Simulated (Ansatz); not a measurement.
A made-up structure of LiBH₂, closed shell:

Li1  (1.165, -1.285, 1.394)
B2  (-0.115, 0.127, -0.138)
H3  (-0.446, 1.425, 0.086)
H4  (-0.604, -0.267, -1.342)
(Å)

It is relaxed with PBE-D4/def2-SVP and then PBE0-D4/def2-TZVP (Ansatz 0.2.0). Atoms count as bonded within 1.22 times the sum of their covalent radii (H–H: 0.88 Å). The end point is not checked to be a true minimum.

(1) Does its bonding change? (Judge from chemistry; the calculation decides.)

## Answers

(1) The calculation gives: No: no bond forms or breaks.

Where it ends: The first stage lowers the energy by 0.37 eV in 4 steps. It ends as LiBH₂ ([Li][BH2]):
```
atom    x (Å)    y (Å)    z (Å)
 Li1   1.0401  -1.1468   1.2442
  B2  -0.1027   0.1132  -0.1229
  H3  -0.3984   1.2720   0.0766
  H4  -0.5391  -0.2384  -1.1980
```

Labels in which every atom is bracketed show which atoms are joined, not bond orders.

For scale, one of the runs: PBE0-D4/def2-TZVP relaxation, 57 basis functions, launched by `ansatz run in.yaml --threads 2 --pin off --events-out ev --progress --plain --max-ram 4352MiB`. The run took about 1.8 s on 2 CPU threads of an Arm Neoverse V2 (shared host).
